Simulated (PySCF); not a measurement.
# Heteronuclear NMR

Molfile (atoms numbered from 1):
```
CHF
     RDKit          3D

  3  2  0  0  0  0  0  0  0  0999 V2000
   -0.1131    0.4807    0.0668 C   0  0  0  0  0  2  0  0  0  0  0  0
    0.9798   -0.2167    0.1723 F   0  0  0  0  0  0  0  0  0  0  0  0
   -0.8624   -0.2950   -0.2581 H   0  0  0  0  0  0  0  0  0  0  0  0
  1  2  1  0
  1  3  1  0
M  RAD  1   1   3
M  END
```

Single conformer, non-relativistic Hamiltonian, isolated molecule. Shielding tensors at PBE0/pcSseg-2 (GIAO); coordinates at the PBE0-D3(BJ)/def2-TZVP level; PySCF 2.14.0 with density-fitted response routines.

Task: Predict the ¹⁹F NMR data.

Result: 
```tsv
atoms	environment	σ (ppm)	δ (ppm)
F2	fluorine bonded to C	-571.9	682.6
```

Shieldings were converted by a linear fit to measured shifts: ¹⁹F: δ = 154.44 − 0.923σ +9.8 on sp3 carbon (rms 3.6 ppm, 158 shifts, 5.4 ppm with the 11 outliers that the fit left out vs CFCl3, solution or neat liquid). Occasional misses reach two or three times the rms, and more in compound classes unlike the fitted ones.

On a 600 MHz spectrometer ¹⁹F resonates near 564.6 MHz, so 1 ppm is 564.6 Hz.

The lowest triplet lies only 0.7 eV above this closed-shell state, which makes its shieldings and couplings unsafe.
